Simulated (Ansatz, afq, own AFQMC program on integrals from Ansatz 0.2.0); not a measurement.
# Ru, quintet → Ru, septet

A free Ru atom.

E(septet, charge +0) − E(quintet, charge +0) at this geometry, on UHF and UHF determinants.

Basis def2-SVP with its core potentials. Only valence electrons are correlated. AFQMC by an in-house program on the Cholesky factors that Ansatz 0.2.0 writes for its CCSD(T) run. ph-AFQMC/CISD is guided by a CISD state made of CCSD amplitudes; releasing the constraint for a short imaginary time cuts its bias at the price of noise, slowly where states lie close. ± is one standard error of the sampling. No spin–orbit coupling. The metal's outer-core s and p shells are frozen, which shifts wave-function levels against functionals. The errors of all members are added in quadrature.

No full CI on the walks' own integrals is used here; CCSDTQ serves as the reference and is uncertain by about the last step of the cluster series. Each member takes its own surest rung, up to full CI.

Errors are counted within def2-SVP, not against nature.

Cautions: no spin-orbit coupling; outer-core shells of the metal frozen; Ru (septet): another spin lies lower, released walk and highest rung disagree (by 58 meV at 4.20 1/Eh), its ph-AFQMC/CISD value lies 65.6 ± 1.5 meV above CCSDTQ.

Reference (CCSDTQ): 58.2 kcal/mol.

```tsv
level	vertical spin gap (kcal/mol)	error against CCSDTQ (kcal/mol)
HF	40.2	-18.0
MP2	59.9	1.8
CCSD	58.8	0.6
CCSD(T)	59.5	1.3
CCSDT	58.3	0.1
CCSDT(Q)	58.1	0.0
ph-AFQMC/CISD	59.4 ± 0.05	1.3 ± 0.05
released AFQMC	59.5 ± 0.09	1.3 ± 0.09
```

Correlation beyond CCSD(T) takes off 1.3 kcal/mol. The perturbative (T) step is worth +0.7 kcal/mol.

CCSDT and higher add their correlation energy to the determinant of the CCSD(T) run, since their own runs factorise the integrals more tightly (a shift of under 2 meV). A walk keeps the symmetry of its determinant, which the program's search chose and which needn't be the lowest solution, so a lower state of the same spin and another symmetry isn't excluded. Released energies are given only where the last usable release times agree within the noise; a slower fall can still hide under it.
